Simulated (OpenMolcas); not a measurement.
**One shape, several levels: BNH2Cl (SMILES N[B]Cl)**

Wanted: a comparison of 5 runs (UBLYP/def2-TZVP, UM06-2X/def2-TZVP, UPBE0/def2-TZVP, USVWN5/def2-TZVP, ROMP2/def2-TZVP) of BNH2Cl. 

Program for the calculation: OpenMolcas 26.06.

### 1 The molecule

BNH2Cl has 5 atoms, charge 0, and is taken as a doublet. As SMILES, `N[B]Cl`. Geometry: relaxed at PBE0-D4/def2-TZVP. This is one conformer, not always the lowest.

Bond lengths: N1–B2 1.376 Å, B2–Cl3 1.746 Å, N1–H4 1.005 Å, N1–H5 1.010 Å. Angles: N1–B2–Cl3 124.3°, B2–N1–H4 122.3°, B2–N1–H5 123.4°, H4–N1–H5 114.3°.

### 2 Energy and gradient at UBLYP/def2-TZVP (run 1)

Input file calc.inp:

```
* BClH2N Kohn-Sham DFT
>>> EXPORT MOLCAS_PRINT=2

&GATEWAY
 BasLib
 $CurrDir
 Coord
 5
 bohr
 N     -0.63116853     0.77875614    -0.48509270
 B     -0.18594905    -1.02914485     1.33112308
 Cl     2.53828013    -2.88410001     1.48267912
 H     -2.22364073     1.81394811    -0.51608420
 H      0.59677551     1.18126780    -1.89085996
 Basis
 def2-TZVP
 Group
 NoSym

&SEWARD
 GridInput
 Grid=UltraFine
 End of Grid

&SCF
 UHF
 Spin
 2
 KSDFT
 BLYP
 Thresholds
 1e-10 1e-07 1e-07 1e-05
 PrOrbitals
 1 1

&ALASKA
```

The basis set def2-TZVP is read from a file made from the Basis Set Exchange's data (not shown).

Launch:

```console
$ export MOLCAS_MEM=1860
$ pymolcas calc.inp > calc.log
```

Standard output:

```text
--- Start Module: gateway ---
[...]
--- Stop Module: gateway /rc=_RC_ALL_IS_WELL_ ---
[...]
      Basis functions          111
[...]
--- Start Module: scf ---
[...]
       Convergence after  16 Iterations
[...]
::    Total KS-DFT energy                            -541.0323522808
[...]
      Total spin, S                                     0.5012030621
[...]
      Total electronic charge=   31.000000
      Total            charge=   -0.000000
[...]
      Dipole Moment (debye):
      Origin of the operator (angstrom)=    0.6507   -0.8387    0.4889
                   X= -6.5953E-01               Y=  1.8431E+00               Z= -1.6964E+00           Total=  2.5903E+00
      Quadrupole Moment (debye*angstrom):
[...]
--- Stop Module: scf /rc=_RC_ALL_IS_WELL_ ---
[...]
--- Start Module: alaska ---
[...]
 *              Molecular gradients               *
 **************************************************
  Irreducible representation: a
 ------------------------------------------------------------------------------------------
                              X                       Y                       Z
 ------------------------------------------------------------------------------------------
  N1                1.95777914503470E-03   -4.10273705563569E-04   -9.90255780497939E-04
  B2                3.86886974849165E-03    1.82278972500272E-03   -5.07935706870910E-03
  CL3              -6.88855841440983E-03    5.52234666440476E-03   -1.38145836281112E-03
  H4                6.01990353716442E-03   -4.49375232214955E-03    7.99284127983774E-04
  H5               -4.95799401639552E-03   -2.44111036178007E-03    6.65178708406744E-03
 ------------------------------------------------------------------------------------------
--- Stop Module: alaska /rc=_RC_ALL_IS_WELL_ ---
[...]
```

Wall time 49 s (1 thread of Arm Neoverse V2, shared host); peak memory 0.66 GiB.

### 3 The energy at UM06-2X/def2-TZVP (run 2)

Input file job.inp:

```
>>> EXPORT MOLCAS_PRINT=2
&gateway
baslib
$CurrDir
coord
5
angstrom
N       -0.334000       0.412100      -0.256700
B       -0.098400      -0.544600       0.704400
Cl       1.343200      -1.526200       0.784600
H       -1.176700       0.959900      -0.273100
H        0.315800       0.625100      -1.000600
basis
def2-TZVP
group
NoSym
&seward
gridinput
Grid=UltraFine
End of Grid
&scf
uhf
spin
2
ksdft
M062X
thresholds
1e-10 1e-07 1e-07 1e-05
prorbitals
1 1
```

The basis set def2-TZVP is read from a file made from the Basis Set Exchange's data (not shown).

Launch:

```console
$ export MOLCAS_MEM=1860
$ pymolcas job.inp > job.log
```

Standard output:

```text
--- Start Module: gateway ---
[...]
--- Stop Module: gateway /rc=_RC_ALL_IS_WELL_ ---
--- Start Module: seward ---
[...]
      Basis functions          111
--- Stop Module: seward /rc=_RC_ALL_IS_WELL_ ---
[...]
--- Start Module: scf ---
[...]
       Convergence after  16 Iterations
[...]
::    Total KS-DFT energy                            -541.0168341341
[...]
      Total spin, S                                     0.5026919177
[...]
      Total electronic charge=   31.000000
      Total            charge=   -0.000000
[...]
      Dipole Moment (debye):
      Origin of the operator (angstrom)=    0.6507   -0.8387    0.4889
                   X= -8.3584E-01               Y=  1.9118E+00               Z= -1.6451E+00           Total=  2.6571E+00
      Quadrupole Moment (debye*angstrom):
[...]
--- Stop Module: scf /rc=_RC_ALL_IS_WELL_ ---
[...]
```

It took 65 s on 1 thread of Arm Neoverse V2, shared host; peak memory 0.66 GiB.

Run 3 isn't shown in full; the table further down has it.

### 4 Energy and gradient at USVWN5/def2-TZVP (run 4)

Input file test.inp:

```
* BClH2N Kohn-Sham DFT
>>> EXPORT MOLCAS_PRINT=2

&gateway
  baslib
  $CurrDir
  coord
  5
  bohr
  N     -0.63116853     0.77875614    -0.48509270
  B     -0.18594905    -1.02914485     1.33112308
  Cl     2.53828013    -2.88410001     1.48267912
  H     -2.22364073     1.81394811    -0.51608420
  H      0.59677551     1.18126780    -1.89085996
  basis
  def2-TZVP
  group
  NoSym

&seward
  gridinput
  Grid=UltraFine
  End of Grid

&scf
  uhf
  spin
  2
  ksdft
  SVWN5
  thresholds
  1e-10 1e-07 1e-07 1e-05
  prorbitals
  1 1

&alaska
```

The basis set def2-TZVP is read from a file made from the Basis Set Exchange's data (not shown).

Launch:

```console
$ export MOLCAS_MEM=1860
$ pymolcas test.inp > test.log
```

Standard output:

```text
--- Start Module: gateway ---
[...]
--- Stop Module: gateway /rc=_RC_ALL_IS_WELL_ ---
[...]
      Basis functions          111
[...]
--- Start Module: scf ---
[...]
       Convergence after  15 Iterations
[...]
::    Total KS-DFT energy                            -538.8465541824
[...]
      Total spin, S                                     0.5014077487
[...]
      Total electronic charge=   31.000000
      Total            charge=   -0.000000
[...]
      Dipole Moment (debye):
      Origin of the operator (angstrom)=    0.6507   -0.8387    0.4889
                   X= -6.2771E-01               Y=  1.9047E+00               Z= -1.7939E+00           Total=  2.6907E+00
      Quadrupole Moment (debye*angstrom):
[...]
--- Stop Module: scf /rc=_RC_ALL_IS_WELL_ ---
[...]
--- Start Module: alaska ---
[...]
 *              Molecular gradients               *
 **************************************************
  Irreducible representation: a
 ------------------------------------------------------------------------------------------
                              X                       Y                       Z
 ------------------------------------------------------------------------------------------
  N1               -1.98758019979328E-03    9.98276568942735E-03   -1.03850476175689E-02
  B2               -3.68445174851129E-03    7.16276226914669E-04    1.94077718998642E-03
  CL3               4.52560350074727E-03   -3.31749136853787E-03    5.24844833391658E-04
  H4                8.60933474327874E-03   -5.40781222110587E-03   -6.60506557311757E-05
  H5               -7.46290629564239E-03   -1.97373832669578E-03    7.98547624991164E-03
 ------------------------------------------------------------------------------------------
--- Stop Module: alaska /rc=_RC_ALL_IS_WELL_ ---
[...]
```

Run time: 34 s. Hardware: 1 thread of Arm Neoverse V2, shared host; peak memory 0.66 GiB.

### 5 The energy at ROMP2/def2-TZVP (run 5)

Input file mol.inp:

```
* BClH2N ROMP2

&GATEWAY
  BASLIB = $CurrDir
  COORD
  5
  angstrom
  N       -0.334000       0.412100      -0.256700
  B       -0.098400      -0.544600       0.704400
  Cl       1.343200      -1.526200       0.784600
  H       -1.176700       0.959900      -0.273100
  H        0.315800       0.625100      -1.000600
  BASIS = def2-TZVP
  GROUP = NoSym

&SEWARD

&SCF
  UHF
  SPIN = 2
  THRESHOLDS = 1e-10 1e-07 1e-07 1e-05
  PRORBITALS = 1 1

&RASSCF
  FILEORB = $Project.UnaOrb
  SPIN = 2
  NACTEL = 1 0 0
  INACTIVE = 15
  RAS2 = 1
  OUTORBITALS = Canonical
  ORBLISTING = Nothing

&CASPT2
  IPEA = 0.0
  FROZEN = 7
```

The basis set def2-TZVP is read from a file made from the Basis Set Exchange's data (not shown).

Launch:

```console
$ export MOLCAS_MEM=1860
$ pymolcas mol.inp > mol.log
```

Standard output:

```text
--- Start Module: gateway ---
[...]
--- Stop Module: gateway /rc=_RC_ALL_IS_WELL_ ---
[...]
      Basis functions          111
[...]
       Convergence after  17 Iterations
[...]
::    Total SCF energy                               -539.8730163825
[...]
      Total spin, S                                     0.5033065802
[...]
--- Start Module: rasscf ---
[...]
      Number of active orbitals                  1
[...]
      Spin quantum number                      0.5
[...]
      Active orbitals                            1
[...]
      Number of CSFs                             1
[...]
      Number of root(s) required                 1
[...]
      Convergence after  7 iterations
[...]
      printout of CI-coefficients larger than  0.05 for root  1
      energy=    -539.871466
      conf/sym  1     Coeff  Weight
             1  u   1.00000 1.00000
      Natural orbitals and occupation numbers for root  1
      sym 1:   1.000000
      ************************************************************************************************************************
      *                                                    Final results                                                     *
[...]
::    RASSCF root number  1 Total energy:   -539.87146640
[...]
      Total electronic charge=   31.000000
      Total            charge=   -0.000000
[...]
      Dipole Moment (debye):
      Origin of the operator (angstrom)=    0.6507   -0.8387    0.4889
                   X= -9.5651E-01               Y=  1.9171E+00               Z= -1.5604E+00           Total=  2.6505E+00
      Quadrupole Moment (debye*angstrom):
[...]
--- Stop Module: rasscf /rc=_RC_ALL_IS_WELL_ ---
[...]
--- Start Module: caspt2 ---
[...]
 ###    WARNING: User changed nr of frozen orbitals.                         ###
 ###############################################################################
[...]
      E2 (Variational):          -0.4708309612
      Total energy:            -540.3422973646
[...]
      Reference weight:           0.86205
[...]
::    CASPT2 Root  1     Total energy:   -540.34229736
[...]
--- Stop Module: caspt2 /rc=_RC_ALL_IS_WELL_ ---
[...]
```

Run time: 25 s. Hardware: 1 thread of Arm Neoverse V2, shared host; peak memory 0.66 GiB.

### 6 The series

| run | level | task | integration grid | energy (Eh) | dipole moment (D) | HOMO energy (eV) | LUMO energy (eV) | wall time |
| --- | --- | --- | --- | --- | --- | --- | --- | --- |
| 1 | UBLYP/def2-TZVP | gradient | UltraFine | -541.032352 | 2.59 | -4.41 | -2.44 | 49 s |
| 2 | UM06-2X/def2-TZVP | energy | UltraFine | -541.016834 | 2.66 | -6.88 | -1.90 | 65 s |
| 3 | UPBE0/def2-TZVP | gradient | UltraFine | -540.814494 | 2.68 | -5.89 | -1.31 | 48 s |
| 4 | USVWN5/def2-TZVP | gradient | UltraFine | -538.846554 | 2.69 | -4.54 | -2.83 | 34 s |
| 5 | ROMP2/def2-TZVP | energy | – | -540.342297 | – | – | – | 25 s |

### 7 Results

| quantity | value |
| --- | --- |
| run 5: total energy | -540.34230 Eh |

In words: Over runs 1, 2, 3, 4 the dipole moment (its size) runs from 2.59 D (UBLYP/def2-TZVP) to 2.69 D (USVWN5/def2-TZVP). Totals of different functionals can't be ranked against each other. All runs together took 3.7 min, the longest 65 s.
